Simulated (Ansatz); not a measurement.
# SiNHO (triplet): the correlation ladder, def2-TZVPP

An exercise on one series of results from a longer session: the logs are not shown, and one member is left open.

Method: def2-TZVPP, core rule «outside noble gas», up to 7 orbitals frozen; program: Ansatz 0.2.0, Gaussian basis.

To be run: UHF; ROHF; CCSD(T) on UHF.

2 further runs of the same task are left out: 2 set aside as unsound or not needed.

### The system

The geometry is a PBE0/def2-TZVP stationary point (not a proven minimum).

4 atoms, charge 0, spin multiplicity 3.

Atoms are counted from 1 here; the program's logs count them from 0.

Bond lengths: O1–N2 1.191 Å, N2–Si3 1.782 Å, Si3–H4 1.519 Å. Angles: O1–N2–Si3 136.4°, N2–Si3–H4 90.8°.

Set-up of the first run:

The input, in.yaml:

```yaml
crystal:
  periodic: [false, false, false]
  atoms:
    - {symbol: O, position_ang: [0.000000, -0.144299, 1.624079]}
    - {symbol: N, position_ang: [0.000000, 0.380867, 0.555568]}
    - {symbol: Si, position_ang: [0.000000, -0.153981, -1.144069]}
    - {symbol: H, position_ang: [0.000000, 1.288393, -1.621334]}
basis:
  gaussian: {orbitals: def2-TZVPP}
magnetization: {spin_polarized: true, initial_magnetization: 2}
hamiltonian: {xc: hf}
output: {orbitals: {seedname: orbitals}}
```

On the command line:

```
$ ansatz run in.yaml --threads 1 --pin off --events-out ev --progress --plain --max-ram 4096MiB --backend cpu
```

Among the steps run: UHF; ROHF; CCSD(T) on UHF.

One of the session's tables, all rows but one given; the rest of the session is left out.

```
  method  from UCCSD(T) (kJ/mol)
    ROHF                 +1470.1
     UHF                 +1427.2
    UMP2                  +131.5
   UCCSD                       ?
UCCSD(T)                       0
```

Estimate the missing values for UCCSD.

**Answer.** from UCCSD(T) (kJ/mol): +63.9. In the column «from UCCSD(T) (kJ/mol)» it lies between UCCSD(T) (0) and UMP2 (+131.5).

With the free atoms at the same levels and basis (separate runs), the atomisation energy is 10.835 eV at UCCSD(T), 5.537 eV at ROHF.

To keep in mind: Warnings: spin contamination; coupled cluster took another determinant than the lowest.
